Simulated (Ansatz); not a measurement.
Reaction (hydrogenolysis of a C–C bond): `C=Cc1ccccc1` + H₂ → `c1ccccc1` + `C=C`

Program: Ansatz. Geometries: PBE0-D4/def2-TZVP. ΔE: electronic, gas phase. CBS: MP2 limit from def2 TZ/QZ plus the TZ coupled-cluster correction, frozen cores. This one scheme is used for every species. Functionals use def2-TZVPP. B3LYP here is the variant with VWN-RPA as its local correlation; programs differ in this. Each species was taken in one conformer, which may not be the lowest.

Is it downhill or uphill in electronic energy at CCSD(T)/CBS, and by how much? (An estimate is asked.)

Ansatz gave: Downhill: ΔE = -0.33 eV.

What do these levels give: LDA (SPW92), B3LYP-D4, HF/def2-SVP, MP2/def2-TZVPP, CCSD(T)/def2-TZVPP, MP2/CBS(def2)? (An estimate is asked.)

Computed: LDA (SPW92) -0.15, B3LYP-D4 -0.30, HF/def2-SVP -0.62, MP2/def2-TZVPP -0.22, CCSD(T)/def2-TZVPP -0.33, MP2/CBS(def2) -0.22 eV.

Largest T1 diagnostic among the species: 0.011.

Leaving LDA and LC-ωPBE aside and taking each functional with its dispersion term where it has one, the values, not all of them listed here, spread over 0.22 eV, from B2PLYP to revPBE-D4. LDA lies +0.17 eV from PBE without D4. In def2-TZVPP, CCSD(T) changes the Hartree–Fock value by +0.31 eV (the triples alone add +0.08 eV) and MP2 by +0.42 eV. From r2SCAN to r2SCAN0 (25 % exact exchange), in def2-TZVPP and without D4, ΔE moves by −0.05 eV.
